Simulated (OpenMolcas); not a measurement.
**A workflow on AlH3Cl− (SMILES [AlH3-][Cl])**

Aim: a single-point energy (UHF/STO-3G), then a single-point energy (CASSCF(2,2)/STO-3G), then the energy (CASPT2(2,2)/STO-3G), then a single-point energy (SC-NEVPT2(2,2)/STO-3G), then a single-point energy (MRCI(2,2)/STO-3G) of AlH3Cl−. 

The results are computed with OpenMolcas 26.06.

2 further runs of the same task are left out: 1 for a known fault of the program, 1 set aside as unsound or not needed.

## (1) The molecule

The species is AlH3Cl− (5 atoms), meant as a singlet with charge -1. SMILES: `[AlH3-][Cl]`. The Al1–H4 distance was set to 2.814 Å, away from the relaxed value. At this shape a bond of the SMILES string is far longer than usual.

Bond lengths: Al1–Cl2 2.098 Å, Al1–H3 1.609 Å, Al1–H5 1.608 Å. Angles: Cl2–Al1–H3 107.0°, Cl2–Al1–H5 107.1°, H3–Al1–H5 111.7°.

## (2) The energy at UHF/STO-3G (run 1)

Contents of struct.xyz:

```xyz
5

Al     0.311180     0.829070     0.769383
Cl    -1.360700     0.827400     2.036133
H      0.428110     2.308000     0.147693
H     -0.160190    -1.106410    -1.218300
H      1.589680     0.459970     1.672613
```

Contents of step1.inp:

```
* AlClH3 Hartree-Fock

&GATEWAY
 BasLib=$CurrDir
 Coord=struct.xyz
 Basis=STO-3G
 Group=NoSym

&SEWARD

&SCF
 UHF
 Charge=-1
 Scramble=0.25
 PrOrbitals=1 1
```

The basis set STO-3G is read from a file made from the Basis Set Exchange's data (not shown).

On the command line:

```
$ export MOLCAS_MEM=1860
$ pymolcas step1.inp > step1.log
```

The log of the run, cut to the lines that bear on the results:

```text
--- Start Module: gateway ---
[...]
--- Stop Module: gateway /rc=_RC_ALL_IS_WELL_ ---
--- Start Module: seward ---
[...]
      Basis functions           21
--- Stop Module: seward /rc=_RC_ALL_IS_WELL_ ---
--- Start Module: scf ---
[...]
       Convergence after  17 Iterations
[...]
::    Total SCF energy                               -695.1265730309
[...]
      Total spin, S                                     0.4762639039
[...]
      Total electronic charge=   34.000000
      Total            charge=   -1.000000
[...]
      Dipole Moment (debye):
      Origin of the operator (angstrom)=   -0.5743    0.8154    1.4247
                   X= -1.2749E+00               Y=  1.3665E-01               Z=  1.1430E+00           Total=  1.7177E+00
      Center of Charge (angstrom)
[...]
--- Stop Module: scf /rc=_RC_ALL_IS_WELL_ ---
[...]
```

Run time: 1.8 s. Hardware: 1 thread of Arm Neoverse V1, shared host; peak memory 0.37 GiB.

## (3) A single-point energy at CASSCF(2,2)/STO-3G (run 2)

struct.xyz is that of step 2.

Contents of step2.input:

```
&GATEWAY
  BasLib = $CurrDir
  Coord = struct.xyz
  Basis = STO-3G
  Group = NoSym

&SEWARD

&RASSCF
  FileOrb = $CurrDir/step1.UnaOrb
  Spin = 1
  Nactel = 2 0 0
  Inactive = 16
  Ras2 = 2
  OrbListing = Nothing
```

The basis set STO-3G is read from a file made from the Basis Set Exchange's data (not shown).

On the command line:

```
$ export MOLCAS_MEM=1860
$ pymolcas step2.input > step2.log
```

The log of the run, cut to the lines that bear on the results:

```text
--- Start Module: gateway ---
[...]
--- Stop Module: gateway /rc=_RC_ALL_IS_WELL_ ---
--- Start Module: seward ---
[...]
      Basis functions           21
--- Stop Module: seward /rc=_RC_ALL_IS_WELL_ ---
--- Start Module: rasscf ---
[...]
      Number of active orbitals                  2
[...]
      Spin quantum number                      0.0
[...]
      Active orbitals                            2
[...]
      Number of CSFs                             3
[...]
      Number of root(s) required                 1
[...]
      Convergence after  7 iterations
[...]
      printout of CI-coefficients larger than  0.05 for root  1
      energy=    -695.147564
      conf/sym  11     Coeff  Weight
             1  20  -0.93605 0.87619
             3  02   0.35187 0.12381
      Natural orbitals and occupation numbers for root  1
      sym 1:   1.752381   0.247619
      ************************************************************************************************************************
      *                                                    Final results                                                     *
[...]
::    RASSCF root number  1 Total energy:   -695.14756357
[...]
      Total electronic charge=   34.000000
      Total            charge=   -1.000000
[...]
      Dipole Moment (debye):
      Origin of the operator (angstrom)=   -0.5743    0.8154    1.4247
                   X= -1.2083E+00               Y=  4.6659E-01               Z=  1.4925E+00           Total=  1.9761E+00
      Center of Charge (angstrom)
[...]
--- Stop Module: rasscf /rc=_RC_ALL_IS_WELL_ ---
[...]
```

Run time: 1.6 s. Hardware: 1 thread of Arm Neoverse V1, shared host; peak memory 0.37 GiB.

## (4) The energy at CASPT2(2,2)/STO-3G (run 3)

struct.xyz is that of step 3.

Contents of step3.inp:

```
>>> EXPORT MOLCAS_PRINT=2
&GATEWAY
BasLib=$CurrDir
Coord=struct.xyz
Basis=STO-3G
Group=NoSym
&SEWARD
&RASSCF
FileOrb=$CurrDir/step2.RasOrb
Spin=1
Nactel=2 0 0
Inactive=16
Ras2=2
OrbListing=Nothing
&CASPT2
Imaginary=0.1
Frozen=10
```

The basis set STO-3G is read from a file made from the Basis Set Exchange's data (not shown).

On the command line:

```
$ export MOLCAS_MEM=1860
$ pymolcas step3.inp > step3.log
```

The log of the run, cut to the lines that bear on the results:

```text
--- Start Module: gateway ---
[...]
--- Stop Module: gateway /rc=_RC_ALL_IS_WELL_ ---
[...]
      Basis functions           21
[...]
--- Start Module: rasscf ---
[...]
      Number of active orbitals                  2
[...]
      Spin quantum number                      0.0
[...]
      Active orbitals                            2
[...]
      Number of CSFs                             3
[...]
      Number of root(s) required                 1
[...]
      Convergence after  4 iterations
[...]
      printout of CI-coefficients larger than  0.05 for root  1
      energy=    -695.147564
      conf/sym  11     Coeff  Weight
             1  20  -0.93605 0.87619
             3  02   0.35187 0.12381
      Natural orbitals and occupation numbers for root  1
      sym 1:   1.752379   0.247621
      ************************************************************************************************************************
      *                                                    Final results                                                     *
[...]
::    RASSCF root number  1 Total energy:   -695.14756357
[...]
      Total electronic charge=   34.000000
      Total            charge=   -1.000000
[...]
      Dipole Moment (debye):
      Origin of the operator (angstrom)=   -0.5743    0.8154    1.4247
                   X= -1.2083E+00               Y=  4.6657E-01               Z=  1.4924E+00           Total=  1.9761E+00
      Center of Charge (angstrom)
[...]
--- Stop Module: rasscf /rc=_RC_ALL_IS_WELL_ ---
--- Start Module: caspt2 ---
[...]
 ###    WARNING: User changed nr of frozen orbitals.                         ###
 ###############################################################################
[...]
      E2 (Variational):          -0.0282595390
      Total energy:            -695.1758231081
[...]
      Reference weight:           0.98467
[...]
::    CASPT2 Root  1     Total energy:   -695.17582311
[...]
--- Stop Module: caspt2 /rc=_RC_ALL_IS_WELL_ ---
[...]
```

It took 1.6 s on 1 thread of Arm Neoverse V1, shared host; peak memory 0.37 GiB.

## (5) The energy at SC-NEVPT2(2,2)/STO-3G (run 4)

struct.xyz is that of step 4.

Contents of step4.inp:

```
&GATEWAY
 BasLib = $CurrDir
 Coord = struct.xyz
 Basis = STO-3G
 Group = NoSym

&SEWARD

&RASSCF
 FileOrb = $CurrDir/step2.RasOrb
 Spin = 1
 Nactel = 2 0 0
 Inactive = 16
 Ras2 = 2
 OrbListing = Nothing

&CASPT2
 SC-NEVPT2
 Frozen = 10
```

The basis set STO-3G is read from a file made from the Basis Set Exchange's data (not shown).

On the command line:

```
$ export MOLCAS_MEM=1860
$ pymolcas step4.inp > step4.log
```

The log of the run, cut to the lines that bear on the results:

```text
--- Start Module: gateway ---
[...]
--- Stop Module: gateway /rc=_RC_ALL_IS_WELL_ ---
[...]
      Basis functions           21
[...]
--- Start Module: rasscf ---
[...]
      Number of active orbitals                  2
[...]
      Spin quantum number                      0.0
[...]
      Active orbitals                            2
[...]
      Number of CSFs                             3
[...]
      Number of root(s) required                 1
[...]
      Convergence after  4 iterations
[...]
      printout of CI-coefficients larger than  0.05 for root  1
      energy=    -695.147564
      conf/sym  11     Coeff  Weight
             1  20  -0.93605 0.87619
             3  02   0.35187 0.12381
      Natural orbitals and occupation numbers for root  1
      sym 1:   1.752379   0.247621
      ************************************************************************************************************************
      *                                                    Final results                                                     *
[...]
::    RASSCF root number  1 Total energy:   -695.14756357
[...]
      Total electronic charge=   34.000000
      Total            charge=   -1.000000
[...]
      Dipole Moment (debye):
      Origin of the operator (angstrom)=   -0.5743    0.8154    1.4247
                   X= -1.2083E+00               Y=  4.6657E-01               Z=  1.4924E+00           Total=  1.9761E+00
      Center of Charge (angstrom)
[...]
--- Stop Module: rasscf /rc=_RC_ALL_IS_WELL_ ---
--- Start Module: caspt2 ---
[...]
 ###    WARNING: User changed nr of frozen orbitals.                         ###
 ###############################################################################
[...]
      E2 (Variational):          -0.0276674447
[...]
      E2 (Variational):          -0.0276469668
      Total energy:            -695.1752105359
[...]
      Reference weight:           0.98535
[...]
::    SC-NEVPT2 Root  1     Total energy:   -695.17521054
[...]
--- Stop Module: caspt2 /rc=_RC_ALL_IS_WELL_ ---
[...]
```

Wall time 1.6 s (1 thread of Arm Neoverse V1, shared host); peak memory 0.37 GiB.

## (6) A single-point energy at MRCI(2,2)/STO-3G (run 5)

struct.xyz is that of step 5.

Contents of step5.inp:

```
>>> EXPORT MOLCAS_PRINT=2
&GATEWAY
BASLIB
$CurrDir
COORD
struct.xyz
BASIS
STO-3G
GROUP
NoSym
&SEWARD
&RASSCF
FILEORB
$CurrDir/step2.RasOrb
SPIN
1
NACTEL
2 0 0
INACTIVE
16
RAS2
2
ORBLISTING
Nothing
&MOTRA
LUMORB
FROZEN
10
&GUGA
ELECTRONS
14
SPIN
1
INACTIVE
6
ACTIVE
2
CIALL
1
&MRCI
SDCI
```

The basis set STO-3G is read from a file made from the Basis Set Exchange's data (not shown).

On the command line:

```
$ export MOLCAS_MEM=1860
$ pymolcas step5.inp > step5.log
```

The log of the run, cut to the lines that bear on the results:

```text
--- Start Module: gateway ---
[...]
--- Stop Module: gateway /rc=_RC_ALL_IS_WELL_ ---
[...]
      Basis functions           21
[...]
      Number of active orbitals                  2
[...]
      Spin quantum number                      0.0
[...]
      Active orbitals                            2
[...]
      Number of CSFs                             3
[...]
      Number of root(s) required                 1
[...]
      Convergence after  4 iterations
[...]
      printout of CI-coefficients larger than  0.05 for root  1
      energy=    -695.147564
      conf/sym  11     Coeff  Weight
             1  20  -0.93605 0.87619
             3  02   0.35187 0.12381
      Natural orbitals and occupation numbers for root  1
      sym 1:   1.752379   0.247621
      ************************************************************************************************************************
      *                                                    Final results                                                     *
[...]
::    RASSCF root number  1 Total energy:   -695.14756357
[...]
      Dipole Moment (debye):
      Origin of the operator (angstrom)=   -0.5743    0.8154    1.4247
                   X= -1.2083E+00               Y=  4.6657E-01               Z=  1.4924E+00           Total=  1.9761E+00
      Center of Charge (angstrom)
[...]
      *** WARNING: Default frozen orbitals is overwritten by user input.
      *** Default values:   7
[...]
--- Start Module: guga ---
[...]
--- Stop Module: guga /rc=_RC_ALL_IS_WELL_ ---
--- Start Module: mrci ---
[...]
       (But an ACPF correction will be computed)
       USE THE DEFAULT ACPF G-VALUE GFAC=  0.14285714285714285
[...]
                      CI ENERGY:  -695.18702793
[...]
                ACPF CORRECTION:    -0.00107711
[...]
      Total electronic charge=   34.000000
      Total            charge=   -1.000000
[...]
     ACPF CORRECTION:     -0.00107711
[...]
  CI State   1     Total energy:   -695.18702793     QDav:     -0.00126237     QACPF:     -0.00107711
[...]
--- Stop Module: mrci /rc=_RC_ALL_IS_WELL_ ---
[...]
```

It took 1.8 s on 1 thread of Arm Neoverse V1, shared host; peak memory 0.37 GiB.

## (7) What came out

```
                                                                quantity          value
                                         run 1, UHF/STO-3G: total energy  -695.12657 Eh
                                          run 1, UHF/STO-3G: HOMO energy        2.96 eV
                                          run 1, UHF/STO-3G: LUMO energy       12.83 eV
run 1, UHF/STO-3G: HOMO–LUMO gap (to an unbound level, set by the basis)        9.87 eV
                                                 run 1, UHF/STO-3G: ⟨S²⟩          0.703
                                 run 2, CASSCF(2,2)/STO-3G: total energy  -695.14756 Eh
                                 run 3, CASPT2(2,2)/STO-3G: total energy  -695.17582 Eh
                              run 4, SC-NEVPT2(2,2)/STO-3G: total energy  -695.17521 Eh
                                   run 5, MRCI(2,2)/STO-3G: total energy  -695.18703 Eh
```

**Reading.** ⟨S²⟩ (run 1, UHF/STO-3G) is 0.70 where a pure singlet has 0.00: the reference is spin-contaminated. Mulliken charges (run 1, UHF/STO-3G) run from -0.66 on Cl2 to +0.64 on Al1. The HOMO (run 1, UHF/STO-3G) lies at positive energy, 2.96 eV: the electron is unbound at this level or held by a compact basis; values depend on the basis. Mulliken charges (run 2, CASSCF(2,2)/STO-3G) run from -0.66 on Cl2 to +0.66 on Al1; they depend strongly on the basis. Mulliken charges (run 3, CASPT2(2,2)/STO-3G) of the CASSCF density run from -0.66 on Cl2 to +0.66 on Al1; they depend strongly on the basis. Mulliken charges (run 4, SC-NEVPT2(2,2)/STO-3G) of the CASSCF density run from -0.66 on Cl2 to +0.66 on Al1.
